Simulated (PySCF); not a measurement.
Molecule: `CCC(C)(F)F`, C4H8F2.

Cartesian coordinates in Å; atom numbers follow the order of the lines, from 1:
```xyz
14

C     1.919   -0.287    0.129
C     0.440   -0.580    0.314
C    -0.455    0.495   -0.269
C    -1.936    0.260   -0.113
F    -0.173    0.635   -1.598
F    -0.140    1.693    0.307
H     2.534   -1.083    0.571
H     2.171   -0.210   -0.938
H     2.191    0.664    0.609
H     0.167   -1.535   -0.163
H     0.191   -0.676    1.383
H    -2.227   -0.677   -0.606
H    -2.203    0.205    0.951
H    -2.480    1.094   -0.577
```

Geometry PBE0-D3(BJ)/def2-SVP throughout; GIAO in PySCF, gas phase, one conformer, non-relativistic; equivalent atoms averaged; basis pcSseg-1.

For orientation, PBE gives these shifts δ (against TMS, CFCl3 at the same level): C3 128.6, C2 35.4, C4 26.7, C1 7.0, F5/F6 -140.7, H12/H13/H14 1.45, H10/H11 1.56, H7/H8/H9 1.11 ppm.

A run gave: C3 130.1, C2 36.5, C4 27.4, C1 7.7, F5/F6 -140.8, H12/H13/H14 1.46, H10/H11 1.57, H7/H8/H9 1.14 ppm (shifts δ (against TMS, CFCl3 at the same level)).

Task: Which functional was used in that run?
A. BLYP
B. mPW1PW91
C. wB97X-D
D. OPBE
E. LC-wPBE

Result: A. C3 tells them apart best: BLYP gives 130.1, LC-wPBE gives 124.8, OPBE gives 122.4, mPW1PW91 gives 123.7, wB97X-D gives 123.9 ppm.
